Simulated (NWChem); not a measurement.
The numbers come from NWChem runs, not from measurements. System: fluoromethane (CH3F), charge 0, spin multiplicity 1, at a geometry optimised with PBE/def2-SVP. Level: CCSD(T)/def2-TZVP, 2 core orbitals frozen.

NWChem printed:

```
             Northwest Computational Chemistry Package (NWChem) 7.3.0
             --------------------------------------------------------

                                NWChem Input Module
                                -------------------

 Scaling coordinates for geometry "geometry" by  1.889725989
 (inverse scale =  0.529177249)

 Turning off AUTOSYM since
 SYMMETRY directive was detected!

                             Geometry "geometry" -> ""
                             -------------------------

 Output coordinates in angstroms (scale by  1.889725989 to convert to a.u.)

  No.       Tag          Charge          X              Y              Z
 ---- ---------------- ---------- -------------- -------------- --------------
    1 C                    6.0000     0.61402600    -0.11160200     0.00000000
    2 F                    9.0000    -0.74043500     0.13457600     0.00000000
    3 H                    1.0000     0.89991900    -0.69406500     0.90406500
    4 H                    1.0000     0.89991900    -0.69406500    -0.90406500
    5 H                    1.0000     1.17992200     0.84656000     0.00000000

 Effective nuclear repulsion energy (a.u.)      37.1710758309

            Nuclear Dipole moment (a.u.)
            ----------------------------
        X                 Y               Z
 ---------------- ---------------- ----------------
     0.0000018897     0.0000037795     0.0000000000

      Symmetry information
      --------------------

 Group name             Cs
 Group number              2
 Group order               2
 No. of unique centers     4

      Symmetry unique atoms

     1    2    3    5


 Summary of "ao basis" -> "" (spherical)
 ------------------------------------------------------------------------------
       Tag                 Description            Shells   Functions and Types
 ---------------- ------------------------------  ------  ---------------------
 *                         def2-tzvp                  on all atoms

 Summary of "ao basis" -> "ao basis" (spherical)
 ------------------------------------------------------------------------------
       Tag                 Description            Shells   Functions and Types
 ---------------- ------------------------------  ------  ---------------------
 C                         def2-tzvp                11       31   5s3p2d1f
 F                         def2-tzvp                11       31   5s3p2d1f
 H                         def2-tzvp                 4        6   3s1p

                                 NWChem SCF Module
                                 -----------------

  ao basis        = "ao basis"
  functions       =    80
  atoms           =     5
  closed shells   =     9
  open shells     =     0
  charge          =   0.00
  wavefunction    = RHF
  use symmetry    = T
  symmetry adapt  = T

 Summary of "ao basis" -> "ao basis" (spherical)
 ------------------------------------------------------------------------------
       Tag                 Description            Shells   Functions and Types
 ---------------- ------------------------------  ------  ---------------------
 C                         def2-tzvp                11       31   5s3p2d1f
 F                         def2-tzvp                11       31   5s3p2d1f
 H                         def2-tzvp                 4        6   3s1p

      Symmetry analysis of basis
      --------------------------

        a'         53
        a"         27

 Forming initial guess at       0.0s

      Superposition of Atomic Density Guess
      -------------------------------------

 Sum of atomic energies:        -138.58883418

      Non-variational initial energy
      ------------------------------

 Total energy =    -139.203493
 1-e energy   =    -264.475227
 2-e energy   =      88.100657
 HOMO         =      -0.435778
 LUMO         =       0.105804

      Symmetry analysis of molecular orbitals - initial
      -------------------------------------------------

  Numbering of irreducible representations:

     1 a'          2 a"

  Orbital symmetries:

     1 a'          2 a'          3 a'          4 a'          5 a'
     6 a"          7 a'          8 a"          9 a'         10 a'
[...]
    64      0.243925  3 H  s                 70      0.243925  4 H  s
    76      0.243931  5 H  s                  3      0.241606  1 C  s

 Vector   11  Occ=0.000000D+00  E= 2.020862D-01  Symmetry=a'
              MO Center=  6.8D-01, -1.2D-01,  1.3D-18, r^2= 4.2D+00
   Bfn.  Coefficient  Atom+Function         Bfn.  Coefficient  Atom+Function
  ----- ------------  ---------------      ----- ------------  ---------------
    12      1.456960  1 C  px                36      1.455493  2 F  s
     5     -0.606155  1 C  s                 43      0.474773  2 F  px
     4     -0.364882  1 C  s                  9      0.268039  1 C  px
    13     -0.264787  1 C  py

 Vector   12  Occ=0.000000D+00  E= 2.230259D-01  Symmetry=a"
              MO Center=  1.1D+00, -1.0D+00, -1.1D-11, r^2= 4.6D+00
   Bfn.  Coefficient  Atom+Function         Bfn.  Coefficient  Atom+Function
  ----- ------------  ---------------      ----- ------------  ---------------
    65      2.557138  3 H  s                 71     -2.557138  4 H  s
    14     -1.637925  1 C  pz                64     -0.403137  3 H  s
    70      0.403137  4 H  s                  8     -0.215468  1 C  pz
    45      0.171943  2 F  pz

 center of mass
 --------------
 x =  -0.20527512 y =   0.03730903 z =   0.00000000

 moments of inertia (a.u.)
 ------------------
          13.645017217267          10.337281316332           0.000000000000
          10.337281316332          68.641545098802           0.000000000000
           0.000000000000           0.000000000000          70.520203105772

  Mulliken analysis of the total density
  --------------------------------------

    Atom       Charge   Shell Charges
 -----------   ------   -------------------------------------------------------
    1 C    6     6.01   0.85  1.12  0.49  0.66  0.08  1.17  1.26  0.23  0.03  0.09  0.01
    2 F    9     9.31   0.77  1.20  0.59  1.01  0.35  2.24  2.26  0.86  0.00  0.01  0.00
    3 H    1     0.90   0.26  0.49  0.12  0.02
    4 H    1     0.90   0.26  0.49  0.12  0.02
    5 H    1     0.90   0.26  0.49  0.12  0.02

       Multipole analysis of the density wrt the origin
       ------------------------------------------------

     L   x y z        total         open         nuclear
     -   - - -        -----         ----         -------
     0   0 0 0     -0.000000      0.000000     18.000000

     1   1 0 0      0.778564      0.000000      0.000002
     1   0 1 0     -0.141503      0.000000      0.000004
     1   0 0 1     -0.000000      0.000000      0.000000

     2   2 0 0     -9.260211      0.000000     36.454452
     2   1 1 0      0.086148      0.000000     -5.564761
     2   1 0 1     -0.000000      0.000000      0.000000
     2   0 2 0     -8.801908      0.000000      6.848739
     2   0 1 1      0.000000      0.000000      0.000000
     2   0 0 2     -8.786206      0.000000      5.837501

                   NWChem Extensible Many-Electron Theory Module
                   ---------------------------------------------


            General Information
            -------------------
      Number of processors :     1
         Wavefunction type : Restricted Hartree-Fock
          No. of electrons :    18
           Alpha electrons :     9
            Beta electrons :     9
           No. of orbitals :   160
            Alpha orbitals :    80
             Beta orbitals :    80
        Alpha frozen cores :     2
         Beta frozen cores :     2
     Alpha frozen virtuals :     0
      Beta frozen virtuals :     0
         Spin multiplicity : singlet
    Number of AO functions :    80
       Number of AO shells :    34
        Use of symmetry is : on
      Symmetry adaption is : on
         Schwarz screening : 0.10D-09

          Correlation Information
          -----------------------
          Calculation type : Coupled-cluster singles & doubles w/ perturbation
   Perturbative correction : (T)
            Max iterations :      100
        Residual threshold : 0.10D-05
     T(0) DIIS level shift : 0.00D+00
     L(0) DIIS level shift : 0.00D+00
     T(1) DIIS level shift : 0.00D+00
     L(1) DIIS level shift : 0.00D+00
     T(R) DIIS level shift : 0.00D+00
     T(I) DIIS level shift : 0.00D+00
   CC-T/L Amplitude update :  5-th order DIIS
                I/O scheme : Global Array Library
        L-threshold :  0.10D-05
        EOM-threshold :  0.10D-05
 no EOMCCSD initial starts read in
 TCE RESTART OPTIONS
 SLICE:      F
 D4D5:       F
 quantumc:   F
 qrotation:  F
 pwtce:      F
 qducc:      F
 nacto:                         0
 nrotv:                         0
 nrot:                          0

            Memory Information
            ------------------
          Available GA space size is     249030400 doubles
          Available MA space size is     104853516 doubles

 Maximum block size supplied by input
 Maximum block size        24 doubles

 tile_dim =     23

 -------------------------------------------------
   1    alpha     a'     5 doubles       0       1
   2    alpha     a"     2 doubles       5       2
   3    beta      a'     5 doubles       7       1
   4    beta      a"     2 doubles      12       2
   5    alpha     a'    23 doubles      14       5
   6    alpha     a'    23 doubles      37       6
   7    alpha     a"    12 doubles      60       7
   8    alpha     a"    13 doubles      72       8
   9    beta      a'    23 doubles      85       5
  10    beta      a'    23 doubles     108       6
  11    beta      a"    12 doubles     131       7
  12    beta      a"    13 doubles     143       8

 Global array virtual files algorithm will be used

 Parallel file system coherency ......... OK

 4-electron integrals stored in orbital form

 v2    file size   =          4387082
 4-index algorithm nr.  13 is used
 imaxsize =       30
 imaxsize ichop =        0


CCSD iterations
 ---------------------------------------------------------
 Iter          Residuum       Correlation     Cpu    Wall
 ---------------------------------------------------------
    1   0.1749393721830  -0.4245806091284     0.3     0.3
    2   0.0406277184480  -0.4344174642183     0.4     0.4
    3   0.0134301331438  -0.4411722238758     0.3     0.3
    4   0.0052950433911  -0.4420579165435     0.4     0.4
    5   0.0021467351289  -0.4425896729911     0.4     0.4
    6   0.0006531398369  -0.4427876207576     0.4     0.4
    7   0.0002519789279  -0.4428188259781     0.3     0.3
    8   0.0001158789176  -0.4428182298451     0.3     0.3
    9   0.0000556693110  -0.4428187508117     0.4     0.4
   10   0.0000278428422  -0.4428198594969     0.4     0.4
   11   0.0000046016925  -0.4428203169599     0.4     0.4
   12   0.0000018101615  -0.4428205894722     0.4     0.4
   13   0.0000007697914  -0.4428206536111     0.4     0.4
 -----------------------------------------------------------------
 Iterations converged
 CCSD correlation energy / hartree =        -0.442820653611123
 CCSD total energy / hartree       =      -139.541889855761184

 Singles contributions

 Doubles contributions
 CCSD(T)
 Using plain CCSD(T) code
             total no. of tasks          160
 total no. of tasks / no. procs          160
                         wl_min        13824           4.9
                         wl_max      1520875          10.7
        thresh for no. of tasks          160

 CCSD[T]  correction energy / hartree =        -0.013404675316063
 CCSD[T] correlation energy / hartree =        -0.456225328927185
 CCSD[T] total energy / hartree       =      -139.555294531077237
 CCSD(T)  correction energy / hartree =        -0.012706924709919
 CCSD(T) correlation energy / hartree =        -0.455527578321041
 CCSD(T) total energy / hartree       =      -139.554596780471115

 Task  times  cpu:       20.2s     wall:       20.2s

 Total times  cpu:       20.2s     wall:       20.2s
```

Problem. Write an NWChem input that would produce this output.

Solution. One answer among several that fit: 
```
start mol
memory heap 100 mb stack 700 mb global 1900 mb
geometry units angstroms nocenter noautoz
  C      0.614026    -0.111602     0.000000
  F     -0.740435     0.134576     0.000000
  H      0.899919    -0.694065     0.904065
  H      0.899919    -0.694065    -0.904065
  H      1.179922     0.846560     0.000000
  symmetry group Cs
end
basis spherical
  * library def2-tzvp
end
scf
  rhf
  nopen 0
  maxiter 100
  thresh 1e-7
  semidirect memsize 60000000 filesize 0
end
tce
  freeze core 2
  ccsd(t)
  2eorb
  2emet 13
  thresh 1e-6
  maxiter 100
  tilesize 24
end
task tce energy
```
